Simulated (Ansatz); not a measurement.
# AlS (sextet): from Hartree-Fock to the top rungs, def2-TZVPP

An exercise on one series of results from a longer session: the logs are not shown, and one member is left open.

Method: def2-TZVPP, core rule «outside noble gas», up to 10 orbitals frozen; program: Ansatz 0.2.0, Gaussian basis.

Plan: UHF; ROHF; CCSD(T) on UHF.

**What is computed**

The geometry is a PBE0/def2-TZVP stationary point (not a proven minimum) of the parent state, kept for this charge and spin.

2 atoms, charge 0, spin multiplicity 6.

Atoms are counted from 1 here; the program's logs count them from 0.

Bond lengths: Al1–S2 2.241 Å.

The first run:

File in.yaml:

```yaml
crystal:
  periodic: [false, false, false]
  atoms:
    - {symbol: Al, position_ang: [0.000000, 0.000000, 0.000000]}
    - {symbol: S, position_ang: [0.000000, 0.000000, 2.240800]}
basis:
  gaussian: {orbitals: def2-TZVPP}
magnetization: {spin_polarized: true, initial_magnetization: 5}
hamiltonian: {xc: hf}
output: {orbitals: {seedname: orbitals}}
```

The run is started by

```sh
$ ansatz run in.yaml --threads 1 --pin off --events-out ev --progress --plain --max-ram 2816MiB --backend cpu
```

Among the steps run: UHF; ROHF; CCSD(T) on UHF.

One table of the session follows, with a row left open; its other results are not shown here.

It belongs to the step «Misses and costs». 

| method | from UCCSD(T) (meV) |
| --- | --- |
| ROHF | +4937.1 |
| UHF | ? |
| UMP2 | +982.6 |
| UCCSD | +179.7 |
| UCCSD(T) | 0 |

Estimate the missing values for UHF.

As computed: from UCCSD(T) (meV): +4758.0. In the column «from UCCSD(T) (meV)» it lies between UMP2 (+982.6) and ROHF (+4937.1).
